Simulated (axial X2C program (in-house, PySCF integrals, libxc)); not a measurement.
# Nuclear properties of PS

Calculated with an in-house all-electron X2C program for linear molecules (integrals from PySCF): two-component X2C with atomic mean-field Coulomb and Gaunt terms, Gaussian nuclei, basis S dyall-av3z, P dyall-v3z with contracted cores.

R = 1.903 Å (near the PBE0 minimum at charge 0 of the determinant lowest at the starting distance; the state shown can have its own minimum elsewhere).

Input and command:
```json
{"zs": [16, 15], "q": 0, "bas": ["dyall-av3z", "dyall-v3z"], "r0": 1.96, "levels": ["PBE0", "HF", "LDA", "B3LYP", "TPSSh"], "nst": 3}
```
```bash
python soeom.py task.json out
```

Keys: zs atomic numbers; q charge; bas basis sets; r0 starting distance in Å; levels methods; nst determinants followed.

Determinant lowest in the PBE0 search, Ω = 1/2 (⟨Sz⟩ = -0.50, ⟨Lz⟩ = 1.00 at PBE0), spin on the atoms S -0.09, P -0.41:

```csv
level,Eeff magnitude (GV/cm),Ws magnitude S (kHz),Ws magnitude P (kHz),A∥/gI S (MHz),qzz S (a.u.),A∥/gI P (MHz),qzz P (a.u.),μ (D)
PBE0,0.0105,0.00294,0.011,481,0.05,623,-0.91,0.66
HF,0.0664,0.0129,0.0379,646,0.04,416,-1.03,0.84
LDA,0.00594,0.00181,0.00274,503,0.00,631,-0.79,0.50
B3LYP,0.00724,0.00203,0.00751,479,0.04,619,-0.89,0.66
TPSSh,0.00973,0.0043,0.0116,463,0.06,573,-0.84,0.58
```

Determinant 0.04 eV from it at PBE0 and this distance, Ω = 3/2 (⟨Sz⟩ = 0.50, ⟨Lz⟩ = 1.00 at PBE0), spin on the atoms S 0.09, P 0.41:

```json
{"level": "PBE0", "Eeff magnitude (GV/cm)": "0.0111", "Ws magnitude S (kHz)": "0.0012", "Ws magnitude P (kHz)": "0.00404", "A∥/gI S (MHz)": "120", "qzz S (a.u.)": "0.04", "A∥/gI P (MHz)": "116", "qzz P (a.u.)": "-0.93", "μ (D)": "0.66"}
{"level": "HF", "Eeff magnitude (GV/cm)": "0.0647", "Ws magnitude S (kHz)": "0.00352", "Ws magnitude P (kHz)": "0.0129", "A∥/gI S (MHz)": "238", "qzz S (a.u.)": "0.03", "A∥/gI P (MHz)": "79.1", "qzz P (a.u.)": "-1.04", "μ (D)": "0.85"}
{"level": "LDA", "Eeff magnitude (GV/cm)": "0.00639", "Ws magnitude S (kHz)": "0.000401", "Ws magnitude P (kHz)": "0.00125", "A∥/gI S (MHz)": "111", "qzz S (a.u.)": "-0.01", "A∥/gI P (MHz)": "121", "qzz P (a.u.)": "-0.80", "μ (D)": "0.50"}
{"level": "B3LYP", "Eeff magnitude (GV/cm)": "0.00784", "Ws magnitude S (kHz)": "0.000866", "Ws magnitude P (kHz)": "0.00287", "A∥/gI S (MHz)": "118", "qzz S (a.u.)": "0.03", "A∥/gI P (MHz)": "128", "qzz P (a.u.)": "-0.90", "μ (D)": "0.66"}
{"level": "TPSSh", "Eeff magnitude (GV/cm)": "0.00999", "Ws magnitude S (kHz)": "0.00167", "Ws magnitude P (kHz)": "0.00418", "A∥/gI S (MHz)": "123", "qzz S (a.u.)": "0.05", "A∥/gI P (MHz)": "123", "qzz P (a.u.)": "-0.85", "μ (D)": "0.58"}
```

Eeff is the effective electric field on the electron electric dipole moment in this Ω state and Ws the scalar–pseudoscalar constant of the nucleus named (defined with the proton number Z and per Ω); A∥ (defined per Ω) follows by multiplying with gI = μI/(I μN); qzz is the electric field gradient, eQq0 = 234.96 MHz × Q/barn × qzz; μ is positive if the P end (last atom) is positive. The operators were transformed with the bare-nucleus X2C matrices; with these basis sets, hyperfine constants and field gradients can be off by tens of per cent, and where levels differ in sign neither size nor sign is settled.

Task: With gI(33S) = 0.4292, gI(31P) = 2.2632 (g factors from the IAEA table of nuclear moments by Stone), turn the PBE0 values of the first state into constants in MHz.

Result: A∥(33S) = 481 × 0.4292 = 206 MHz; A∥(31P) = 623 × 2.2632 = 1410 MHz.

Each state is one determinant with collinear spin. Unrestricted Hartree–Fock can overshoot spin polarisation at the nuclei. Where Eeff spreads by more than a factor of two the levels disagree and none is to be relied on. The search compared states at one distance, so a state with another bond length can lie lower. The sign of Ws at S differs between levels in the first state. The sign of Ws at S differs between levels in the second state. Further determinants of the search, some of them spin-mixed, are not shown. Where a field gradient or hyperfine factor spreads by more than a factor of two over the levels, a constant derived from it is not to be relied on. PBE0 term energies can be off by some tenths of an eV.
